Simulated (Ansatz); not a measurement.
## How the elastic constant C12 of fluorite SrCl2 moves with the method

No measured value is used here.

```csv
level (code),value (GPa),cell (Å³/atom)
LDA (Ansatz),25.2,26.21
PBE (Ansatz),___,29.09
LC-ωPBE (Ansatz),18.6,28.42
Hartree–Fock (Ansatz),14.1,31.36
```

Question: Some entries are withheld; supply them.

Answer: 
- PBE (Ansatz, a program for electronic structure), value (GPa): 17.1

Each level is taken at its own relaxed cell. Ansatz's density-functional and Hartree–Fock values are scalar-relativistic unless marked +SOC, with PAW data made under PBE.
